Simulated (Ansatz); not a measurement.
Li₂, SMILES [Li][Li].

Geometry optimised at B3LYP-D3(BJ)/def2-TZVPD.

Two levels are set side by side: PBE/def2-TZVPD (Ansatz, a quantum-chemistry and plane-wave program) and CAM-B3LYP/def2-TZVPD (Ansatz). Energy differences of separate SCF runs at the same geometry; the states with an electron removed or added have multiplicity 2 and 2. Differences are taken from unrounded values.

```json
[
 {"quantity": "vertical ionisation energy (eV)", "PBE": "5.36"},
 {"quantity": "vertical singlet–triplet gap (eV)", "PBE": "1.00"}
]
```

These are the PBE values. What does CAM-B3LYP give? (Estimate from the structure and the level; the computed values follow.)


```csv
quantity,CAM-B3LYP,PBE minus CAM-B3LYP
vertical ionisation energy (eV),5.37,-0.01
vertical singlet–triplet gap (eV),1.20,-0.20
```
